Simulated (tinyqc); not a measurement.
Inside a calculation (part 2 of 2). Method: RKS/B3LYP (VWN-RPA form) in the sto-3g basis, for H2O, spin multiplicity 1. Computed by tinyqc, a small Python program that keeps every step (integrals from PySCF). Command: `OMP_NUM_THREADS=1 python tinyqc.py 30669 30670 out.jsonl` (the two numbers bound the seeds that draw the settings). One thread of a shared host (Intel(R) Xeon(R) Processor @ 2.60GHz), about 1 s of CPU time with the checks.

Geometry (angstrom):
```
atom         x          y         z
O     0.000000   0.000000  0.000000
H     0.000000   0.659000  0.598000
H     0.000000  -0.659000  0.598000
```

## Iteration 2: building the Kohn-Sham matrix

D after iteration 1, order 1O 1s, 1O 2s, 1O 2px, 1O 2py, 1O 2pz, 2H 1s, 3H 1s:
$$\begin{pmatrix}
2.113330 & -0.476531 & 0.001448 & 0.007776 & 0.054952 & -0.013654 & -0.018574 \\
-0.476531 & 2.066842 & -0.011174 & -0.050179 & -0.352844 & -0.039806 & 0.024150 \\
0.001448 & -0.011174 & 1.999824 & -0.012251 & -0.008338 & 0.024764 & -0.004489 \\
0.007776 & -0.050179 & -0.012251 & 1.483633 & -0.096715 & 0.382019 & -0.285023 \\
0.054952 & -0.352844 & -0.008338 & -0.096715 & 1.586235 & 0.345151 & 0.236397 \\
-0.013654 & -0.039806 & 0.024764 & 0.382019 & 0.345151 & 0.187233 & -0.020564 \\
-0.018574 & 0.024150 & -0.004489 & -0.285023 & 0.236397 & -0.020564 & 0.086886
\end{pmatrix}$$

core Hamiltonian H = T + V (hartree), order 1O 1s, 1O 2s, 1O 2px, 1O 2py, 1O 2pz, 2H 1s, 3H 1s:
$$\begin{pmatrix}
-32.804579 & -7.632608 & 0.000000 & 0.000000 & -0.024140 & -2.055619 & -2.055619 \\
-7.632608 & -9.409250 & 0.000000 & 0.000000 & -0.275691 & -4.204972 & -4.204972 \\
0.000000 & 0.000000 & -7.518207 & 0.000000 & 0.000000 & 0.000000 & 0.000000 \\
0.000000 & 0.000000 & 0.000000 & -7.678534 & 0.000000 & -2.053422 & 2.053422 \\
-0.024140 & -0.275691 & 0.000000 & 0.000000 & -7.650227 & -1.970197 & -1.970197 \\
-2.055619 & -4.204972 & 0.000000 & -2.053422 & -1.970197 & -5.396678 & -2.168427 \\
-2.055619 & -4.204972 & 0.000000 & 2.053422 & -1.970197 & -2.168427 & -5.396678
\end{pmatrix}$$

nuclear repulsion = 9.91608970 hartree

V_xc (hartree), order 1O 1s, 1O 2s, 1O 2px, 1O 2py, 1O 2pz, 2H 1s, 3H 1s:
$$\begin{pmatrix}
-2.516531 & -0.350269 & 0.000043 & 0.000170 & 0.001246 & -0.095903 & -0.095963 \\
-0.350269 & -0.674134 & 0.000223 & -0.000242 & 0.000496 & -0.285501 & -0.283196 \\
0.000043 & 0.000223 & -0.672343 & 0.000282 & 0.000206 & 0.000078 & 0.000057 \\
0.000170 & -0.000242 & 0.000282 & -0.666673 & 0.001682 & -0.152719 & 0.149645 \\
0.001246 & 0.000496 & 0.000206 & 0.001682 & -0.667507 & -0.139126 & -0.136914 \\
-0.095903 & -0.285501 & 0.000078 & -0.152719 & -0.139126 & -0.380669 & -0.135488 \\
-0.095963 & -0.283196 & 0.000057 & 0.149645 & -0.136914 & -0.135488 & -0.363909
\end{pmatrix}$$

E_xc = sum of w rho eps_xc = -7.95451356 hartree

Given earlier and not repeated: Two-electron integrals (ij|kl) in chemists' order.

J_ij = sum D_kl (ij|kl), K_ij = sum D_kl (ik|jl); F = H + J - 0.1 K + V_xc; E = tr D H + tr D J / 2 - 0.05 tr D K + E_xc + E_nn.

Coulomb J (hartree), order 1O 1s, 1O 2s, 1O 2px, 1O 2py, 1O 2pz, 2H 1s, 3H 1s:
$$\begin{pmatrix}
18.040995 & 3.425336 & -0.000310 & 0.000125 & -0.002885 & 0.922688 & 0.922706 \\
3.425336 & 8.550488 & -0.001294 & 0.008464 & 0.022870 & 3.770886 & 3.761414 \\
-0.000310 & -0.001294 & 8.544634 & -0.000636 & -0.000460 & -0.000543 & -0.000400 \\
0.000125 & 0.008464 & -0.000636 & 8.541287 & -0.001690 & 2.044951 & -2.029356 \\
-0.002885 & 0.022870 & -0.000460 & -0.001690 & 8.541862 & 1.864459 & 1.857583 \\
0.922688 & 3.770886 & -0.000543 & 2.044951 & 1.864459 & 5.393600 & 1.950350 \\
0.922706 & 3.761414 & -0.000400 & -2.029356 & 1.857583 & 1.950350 & 5.350230
\end{pmatrix}$$

exchange K (hartree), order 1O 1s, 1O 2s, 1O 2px, 1O 2py, 1O 2pz, 2H 1s, 3H 1s:
$$\begin{pmatrix}
9.803985 & 1.688321 & -0.000020 & 0.001487 & 0.004046 & 0.474650 & 0.474846 \\
1.688321 & 2.779171 & -0.002115 & -0.002507 & -0.031235 & 1.264005 & 1.256180 \\
-0.000020 & -0.002115 & 2.320384 & -0.004354 & -0.003265 & 0.003734 & -0.000882 \\
0.001487 & -0.002507 & -0.004354 & 2.193775 & -0.034093 & 0.653670 & -0.624558 \\
0.004046 & -0.031235 & -0.003265 & -0.034093 & 2.213573 & 0.599603 & 0.577162 \\
0.474650 & 1.264005 & 0.003734 & 0.653670 & 0.599603 & 1.160030 & 0.576074 \\
0.474846 & 1.256180 & -0.000882 & -0.624558 & 0.577162 & 0.576074 & 1.076664
\end{pmatrix}$$

Kohn-Sham matrix F (hartree), order 1O 1s, 1O 2s, 1O 2px, 1O 2py, 1O 2pz, 2H 1s, 3H 1s:
$$\begin{pmatrix}
-18.260513 & -4.726373 & -0.000265 & 0.000147 & -0.026183 & -1.276299 & -1.276360 \\
-4.726373 & -1.810814 & -0.000860 & 0.008473 & -0.249201 & -0.845987 & -0.852372 \\
-0.000265 & -0.000860 & 0.122045 & 0.000082 & 0.000072 & -0.000838 & -0.000254 \\
0.000147 & 0.008473 & 0.000082 & -0.023298 & 0.003401 & -0.226557 & 0.236166 \\
-0.026183 & -0.249201 & 0.000072 & 0.003401 & 0.002771 & -0.304824 & -0.307243 \\
-1.276299 & -0.845987 & -0.000838 & -0.226557 & -0.304824 & -0.499751 & -0.411171 \\
-1.276360 & -0.852372 & -0.000254 & 0.236166 & -0.307243 & -0.411171 & -0.518024
\end{pmatrix}$$

total energy of this density = -75.00422908 hartree

## Iteration 2: diagonalisation and new density

X, order 1O 1s, 1O 2s, 1O 2px, 1O 2py, 1O 2pz, 2H 1s, 3H 1s:
$$\begin{pmatrix}
1.024424 & -0.146697 & 0.000000 & 0.000000 & -0.012598 & 0.022838 & 0.022838 \\
-0.146697 & 1.304739 & 0.000000 & 0.000000 & 0.149064 & -0.336685 & -0.336685 \\
0.000000 & 0.000000 & 1.000000 & 0.000000 & 0.000000 & 0.000000 & 0.000000 \\
0.000000 & 0.000000 & 0.000000 & 1.125081 & 0.000000 & -0.254367 & 0.254367 \\
-0.012598 & 0.149064 & 0.000000 & 0.000000 & 1.078570 & -0.178013 & -0.178013 \\
0.022838 & -0.336685 & 0.000000 & -0.254367 & -0.178013 & 1.270409 & -0.128116 \\
0.022838 & -0.336685 & 0.000000 & 0.254367 & -0.178013 & -0.128116 & 1.270409
\end{pmatrix}$$

Diagonalise F' = X^T F X, C = X C', fill 5 alpha and 5 beta electrons from the bottom; D = 2 C_occ C_occ^T. Each column has its largest component positive (the first on a tie).

F' = X^T F X (hartree):
$$\begin{pmatrix}
-17.890735 & -2.558764 & -0.000172 & -0.000907 & -0.037141 & -0.230182 & -0.229967 \\
-2.558764 & -0.669229 & -0.000704 & 0.008700 & -0.026047 & -0.408010 & -0.407324 \\
-0.000172 & -0.000704 & 0.122045 & 0.000240 & 0.000148 & -0.000782 & 0.000076 \\
-0.000907 & 0.008700 & 0.000240 & 0.222712 & 0.003544 & -0.352258 & 0.352836 \\
-0.037141 & -0.026047 & 0.000148 & 0.003544 & 0.153828 & -0.271730 & -0.270521 \\
-0.230182 & -0.408010 & -0.000782 & -0.352258 & -0.271730 & 0.016599 & -0.128438 \\
-0.229967 & -0.407324 & 0.000076 & 0.352836 & -0.270521 & -0.128438 & -0.003310
\end{pmatrix}$$

orbital energies (hartree): MO1 -18.272047, MO2 -0.812867, MO3 -0.321425, MO4 0.003803, MO5 0.122046, MO6 0.552343, MO7 0.680057

coefficients C, order 1O 1s, 1O 2s, 1O 2px, 1O 2py, 1O 2pz, 2H 1s, 3H 1s:
$$\begin{pmatrix}
0.992891 & -0.199722 & -0.004272 & -0.169309 & 0.000710 & -0.132856 & -0.010524 \\
0.033201 & 0.627636 & 0.014863 & 0.836394 & -0.003385 & 0.934277 & 0.071459 \\
0.000015 & 0.000799 & 0.000675 & 0.003045 & 0.999994 & 0.000268 & 0.001065 \\
-0.000023 & -0.010380 & 0.494523 & -0.006579 & -0.001424 & -0.076838 & 1.069861 \\
0.006321 & 0.235442 & 0.005698 & -0.616858 & 0.001381 & 0.899663 & 0.060473 \\
-0.008462 & 0.248354 & 0.560326 & -0.326908 & 0.001583 & -0.726949 & -0.910814 \\
-0.008471 & 0.268286 & -0.554380 & -0.335337 & 0.000560 & -0.845615 & 0.796065
\end{pmatrix}$$

D after iteration 2, order 1O 1s, 1O 2s, 1O 2px, 1O 2py, 1O 2pz, 2H 1s, 3H 1s:
$$\begin{pmatrix}
2.108812 & -0.468126 & 0.000094 & 0.002102 & 0.127338 & -0.010094 & -0.005699 \\
-0.468126 & 2.189633 & -0.000652 & -0.009326 & -0.735748 & -0.219013 & -0.241222 \\
0.000094 & -0.000652 & 1.999998 & -0.002237 & -0.000611 & 0.002329 & -0.001242 \\
0.002102 & -0.009326 & -0.002237 & 0.489412 & 0.008861 & 0.553329 & -0.549466 \\
0.127338 & -0.735748 & -0.000611 & 0.008861 & 0.872041 & 0.526540 & 0.533618 \\
-0.010094 & -0.219013 & 0.002329 & 0.553329 & 0.526540 & 0.965175 & -0.268614 \\
-0.005699 & -0.241222 & -0.001242 & -0.549466 & 0.533618 & -0.268614 & 0.983676
\end{pmatrix}$$

## Iteration 28 (converged): orbitals

converged F (hartree), order 1O 1s, 1O 2s, 1O 2px, 1O 2py, 1O 2pz, 2H 1s, 3H 1s:
$$\begin{pmatrix}
-18.837465 & -4.847877 & 0.000000 & 0.000000 & -0.026420 & -1.308593 & -1.308593 \\
-4.847877 & -2.074335 & 0.000000 & 0.000000 & -0.201824 & -0.933113 & -0.933113 \\
0.000000 & 0.000000 & -0.153690 & 0.000000 & 0.000000 & 0.000000 & 0.000000 \\
0.000000 & 0.000000 & 0.000000 & -0.265108 & 0.000000 & -0.271264 & 0.271264 \\
-0.026420 & -0.201824 & 0.000000 & 0.000000 & -0.248751 & -0.321516 & -0.321516 \\
-1.308593 & -0.933113 & 0.000000 & -0.271264 & -0.321516 & -0.553165 & -0.433406 \\
-1.308593 & -0.933113 & 0.000000 & 0.271264 & -0.321516 & -0.433406 & -0.553165
\end{pmatrix}$$

As before.

F' = X^T F X (hartree):
$$\begin{pmatrix}
-18.467171 & -2.578053 & 0.000000 & 0.000000 & -0.040602 & -0.237175 & -0.237175 \\
-2.578053 & -0.941749 & 0.000000 & 0.000000 & 0.003161 & -0.423441 & -0.423441 \\
0.000000 & 0.000000 & -0.153690 & 0.000000 & 0.000000 & 0.000000 & 0.000000 \\
0.000000 & 0.000000 & 0.000000 & -0.040548 & 0.000000 & -0.343452 & 0.343452 \\
-0.040602 & 0.003161 & 0.000000 & 0.000000 & -0.112727 & -0.258996 & -0.258996 \\
-0.237175 & -0.423441 & 0.000000 & -0.343452 & -0.258996 & -0.006983 & -0.124439 \\
-0.237175 & -0.423441 & 0.000000 & 0.343452 & -0.258996 & -0.124439 & -0.006983
\end{pmatrix}$$

orbital energies (hartree): MO1 -18.847980, MO2 -0.983659, MO3 -0.453643, MO4 -0.249798, MO5 -0.153690, MO6 0.428367, MO7 0.530551

coefficients C, order 1O 1s, 1O 2s, 1O 2px, 1O 2py, 1O 2pz, 2H 1s, 3H 1s:
$$\begin{pmatrix}
0.993287 & -0.222940 & 0.000000 & 0.131419 & 0.000000 & -0.136294 & 0.000000 \\
0.031426 & 0.767192 & 0.000000 & -0.652541 & 0.000000 & 0.978476 & 0.000000 \\
0.000000 & 0.000000 & 0.000000 & 0.000000 & 1.000000 & 0.000000 & 0.000000 \\
0.000000 & 0.000000 & 0.623981 & 0.000000 & 0.000000 & 0.000000 & 1.002926 \\
0.006009 & 0.224810 & 0.000000 & 0.741427 & 0.000000 & 0.805469 & 0.000000 \\
-0.008009 & 0.174010 & 0.446913 & 0.256224 & 0.000000 & -0.837848 & -0.918100 \\
-0.008009 & 0.174010 & -0.446913 & 0.256224 & 0.000000 & -0.837848 & 0.918100
\end{pmatrix}$$

D after iteration 28, order 1O 1s, 1O 2s, 1O 2px, 1O 2py, 1O 2pz, 2H 1s, 3H 1s:
$$\begin{pmatrix}
2.107183 & -0.451158 & 0.000000 & 0.000000 & 0.106576 & -0.026152 & -0.026152 \\
-0.451158 & 2.030762 & 0.000000 & 0.000000 & -0.622302 & -0.067898 & -0.067898 \\
0.000000 & 0.000000 & 2.000000 & 0.000000 & 0.000000 & 0.000000 & 0.000000 \\
0.000000 & 0.000000 & 0.000000 & 0.778703 & 0.000000 & 0.557730 & -0.557730 \\
0.106576 & -0.622302 & 0.000000 & 0.000000 & 1.200579 & 0.458085 & 0.458085 \\
-0.026152 & -0.067898 & 0.000000 & 0.557730 & 0.458085 & 0.591451 & -0.207473 \\
-0.026152 & -0.067898 & 0.000000 & -0.557730 & 0.458085 & -0.207473 & 0.591451
\end{pmatrix}$$

## Convergence

Stop when the energy changes by less than 1e-10 hartree and every element of the error matrix X^T (F D S - S D F) X is below 3e-06.

Course of the cycle:
```
iteration   E (hartree)     change  largest element of the error matrix
1          -64.24006178          -                             1.06e+01
2          -75.00422908  -1.08e+01                             5.20e-01
3          -75.19138648  -1.87e-01                             2.87e-01
4          -75.25350026  -6.21e-02                             1.83e-01
5          -75.27660293  -2.31e-02                             1.11e-01
6          -75.28543019  -8.83e-03                             6.99e-02
7          -75.28881564  -3.39e-03                             4.32e-02
8          -75.29012199  -1.31e-03                             2.69e-02
9          -75.29062568  -5.04e-04                             1.67e-02
10         -75.29082021  -1.95e-04                             1.04e-02
11         -75.29089530  -7.51e-05                             6.45e-03
12         -75.29092430  -2.90e-05                             4.01e-03
13         -75.29093550  -1.12e-05                             2.49e-03
14         -75.29093982  -4.32e-06                             1.55e-03
15         -75.29094149  -1.67e-06                             9.62e-04
16         -75.29094214  -6.45e-07                             5.98e-04
17         -75.29094238  -2.49e-07                             3.71e-04
18         -75.29094248  -9.61e-08                             2.31e-04
19         -75.29094252  -3.71e-08                             1.43e-04
20         -75.29094253  -1.43e-08                             8.91e-05
21         -75.29094254  -5.54e-09                             5.54e-05
22         -75.29094254  -2.14e-09                             3.44e-05
23         -75.29094254  -8.25e-10                             2.14e-05
24         -75.29094254  -3.19e-10                             1.33e-05
25         -75.29094254  -1.23e-10                             8.26e-06
26         -75.29094254  -4.76e-11                             5.13e-06
27         -75.29094254  -1.83e-11                             3.19e-06
28         -75.29094254  -7.09e-12                             1.98e-06
```

PySCF RKS in the same basis, fine grid = -75.27964438 hartree

Converged in 28 iterations. The coarse grid moves the energy by -1.13e-02 hartree.

## Populations, bond orders and dipole

overlap S, order 1O 1s, 1O 2s, 1O 2px, 1O 2py, 1O 2pz, 2H 1s, 3H 1s:
$$\begin{pmatrix}
1.000000 & 0.236704 & 0.000000 & 0.000000 & 0.000000 & 0.063267 & 0.063267 \\
0.236704 & 1.000000 & 0.000000 & 0.000000 & 0.000000 & 0.519953 & 0.519953 \\
0.000000 & 0.000000 & 1.000000 & 0.000000 & 0.000000 & 0.000000 & 0.000000 \\
0.000000 & 0.000000 & 0.000000 & 1.000000 & 0.000000 & 0.307835 & -0.307835 \\
0.000000 & 0.000000 & 0.000000 & 0.000000 & 1.000000 & 0.279341 & 0.279341 \\
0.063267 & 0.519953 & 0.000000 & 0.307835 & 0.279341 & 1.000000 & 0.330923 \\
0.063267 & 0.519953 & 0.000000 & -0.307835 & 0.279341 & 0.330923 & 1.000000
\end{pmatrix}$$

Mulliken: Z minus the diagonal of D S on the atom; Loewdin: the same with S^(1/2) D S^(1/2); Mayer order: 2 sum_s sum (D(s) S)_ij (D(s) S)_ji over the two atoms.

Charges (e):
```
atom   Mulliken    Loewdin
1O    -0.429030  -0.288356
2H     0.214515   0.144178
3H     0.214515   0.144178
```

Mayer bond orders:
```
pair     order
2-1   0.945439
3-1   0.945439
3-2   0.008544
```

dipole moment about the origin, x y z (debye): [0.000000, 0.000000, 1.840898]
